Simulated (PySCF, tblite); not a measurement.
**SiH4, a fragment of a glass network (monomer): NMR shifts, core binding energies and electronic excitations**

What NMR shifts, core binding energies and electronic excitations should one expect for `[SiH4]`? It is drawn as: Si, H ends, N bridges.

Programs: tblite 0.8.0 and PySCF 2.14.0. All values are calculated, for the isolated system unless a continuum is named. Atoms count from 0, parts from 1.

## 1. Starting point

5 atoms, charge 0, multiplicity 1; geometry: distance geometry start.

## 2. Relaxing the cluster with GFN2-xTB

Job settings and geometry (Å):

```
{"job": {"kind": "relax", "xc": "GFN2-xTB", "basis": "xTB"}, "charge": 0, "multiplicity": 1}
Si     0.009159     0.005539    -0.009330
H     -0.305286    -0.910765    -1.085756
H     -0.758417     1.241336    -0.217505
H      1.455541     0.272756     0.055226
H     -0.409519    -0.594645     1.279453
```

With the program's defaults for keys left out, this is: GFN2-xTB geometry optimisation, gas phase.

Launch:

```console
$ OMP_NUM_THREADS=1 python cluster_run.py task.json out
```

This one command runs all jobs of the session in turn.

**Question.** The jobs that follow are: PBE0-D3(BJ)/def2-SVP geometry optimisation, gas phase; GIAO PBE0/pcSseg-2 NMR shielding, non-relativistic, gas phase; delta-SCF UKS SCAN, pcX-2 on the ionised atom, pcseg-1 elsewhere, spin-free X2C; TDDFT CAM-B3LYP/def2-SVPD, vertical, gas phase, core orbitals frozen in the response. Predict: point group; rotational constants (main isotopes); $^{1}$H shifts against TMS (PBE0/pcSseg-2, means over atoms taken as alike); $^{29}$Si shifts against TMS (PBE0/pcSseg-2); surface potential, 1st and 99th percentile; Si2p binding energies, SCAN/pcX-2; lowest singlet (CAM-B3LYP/def2-SVPD); brightest single state of those computed; lowest triplet; vertical ionisation energy (ΔSCF).

The runs gave:

```
                                                                   quantity                        value
                                                                point group                           Td
                                       rotational constants (main isotopes)      84.45, 84.34, 84.30 GHz
$^{1}$H shifts against TMS (PBE0/pcSseg-2, means over atoms taken as alike)                     3.57 ppm
                               $^{29}$Si shifts against TMS (PBE0/pcSseg-2)                   -105.8 ppm
                                      surface potential, 1st and 99th percentile            0.07 V and 0.99 V
                                          Si2p binding energies, SCAN/pcX-2                Si0 107.38 eV
                                       lowest singlet (CAM-B3LYP/def2-SVPD)  9.26 eV (134 nm), f = 0.001
                                   brightest single state of those computed  state 6, 9.28 eV, f = 0.149
                                                             lowest triplet                      8.49 eV
                                          vertical ionisation energy (ΔSCF)                     12.66 eV
```

What this shows: Relaxing lowered the energy by 0.039 eV in 2 steps; the close pair that moved most is Si0–H4, from 1.447 to 1.493 Å (PBE0/def2-SVP). The lowest singlet, at 9.26 eV, is HOMO→LUMO+2 0.49, HOMO−1→LUMO+1 0.48 and is weak; of the 6 states computed, the strongest absorption comes from states 2 to 6 together at 9.28 eV (the last computed, so partners may be missing). The lowest triplet lies 0.77 eV below the lowest singlet (triplets in Tamm-Dancoff, singlets in full TDDFT). ΔSCF puts the ionisation energy at 12.66 eV, 1.41 eV above −ε(HOMO).
